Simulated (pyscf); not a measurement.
F–Mo(F)(F)(F)(SH)–SH → F–Mo(F)(F)(F)=S + H₂S, an elimination (singlet surface; H–S, Mo–S broken, H–S formed). Optimised with ωB97X-D3(BJ)/def2-SVP in PySCF. Energies in kcal/mol from the reactant's lowest minimum found.

Small-basis levels: PySCF, no dispersion term, spherical d functions. 

Question: Quick SVWN5/6-31G*+LANL2DZ single points give ΔE‡ = 17.4 kcal/mol and ΔE = -2.0 kcal/mol. What does ωB97M-D3(BJ)/def2-TZVP give, and how far is the quick result from it?

Answer: ωB97M-D3(BJ)/def2-TZVP gives ΔE‡ = 24.3 kcal/mol and ΔE = -17.2 kcal/mol. SVWN5/6-31G*+LANL2DZ lies 6.8 kcal/mol under it in the barrier and 15.1 kcal/mol over it in the reaction energy, so on this step it does not hold to within 3.0 kcal/mol. ωB97M-D3(BJ)/def2-TZVP has limits of its own. On the product side the descent ends in an adduct with a Mo–S contact, 1.5 kcal/mol over the separated species and 33.7 kcal/mol under the saddle at ωB97X-D3(BJ)/def2-TZVP. What is counted as broken (Mo–S) persists as a longer contact in the product adduct; parting that adduct is a step of its own. The same reactants have a lower exit, to SH• + [F–Mo(F)(F)(F)–SH]• (no saddle counted: cutting one bond costs +18.3 kcal/mol at ωB97M-D3(BJ)/def2-TZVP, against +24.3 kcal/mol here). This is the saddle that the search found; another between the same sides may lie lower. In the def2 sets elements past Kr carry core potentials, without spin-orbit coupling.
